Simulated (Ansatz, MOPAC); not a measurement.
Molecule: CH$_{5}$O, charge 1, multiplicity 1. SMILES: C[OH2+]

Atoms: C1, O2, H3, H4, H5, H6, H7. Bonds: C1-O2, C1-H3, C1-H5, C1-H6, O2-H4, O2-H7.

Bond lengths (Å) and angles (degrees) optimised at PM3 with MOPAC; HF/3-21G with Ansatz (a program for electronic structure); B3LYP/6-31G* with Ansatz; MP2/6-31G* with Ansatz, each started from the B3LYP-D3(BJ)/def2-TZVP structure (Ansatz) of the last column. A row stands for all coordinates that are equal there; 9 of 10 kinds are shown. 6-31G* holds six Cartesian d functions. No wavenumbers were computed at MP2/6-31G*, so these may be saddle points.

```csv
coordinate,PM3,HF/3-21G,B3LYP/6-31G*,MP2/6-31G*,B3LYP-D3(BJ)/def2-TZVP
C1-O2,1.476,1.540,1.522,1.518,1.519
C1-H3,1.098,1.074,1.088,1.086,1.084
C1-H6,1.098,1.074,1.089,1.087,1.085
O2-H4,0.974,0.973,0.983,0.987,0.976
O2-C1-H3,104.7,104.7,104.3,104.2,104.5
O2-C1-H6,111.6,106.4,108.4,108.5,108.1
C1-O2-H4,108.3,121.5,114.2,113.7,114.7
H3-C1-H5,111.1,112.5,111.9,111.9,111.9
H3-C1-H6,112.1,113.7,113.5,113.5,113.5
```

Mean signed difference of all 6 bond lengths from B3LYP-D3(BJ)/def2-TZVP: PM3 -0.001 Å, HF/3-21G -0.003 Å, B3LYP/6-31G* 0.004 Å, MP2/6-31G* 0.004 Å.
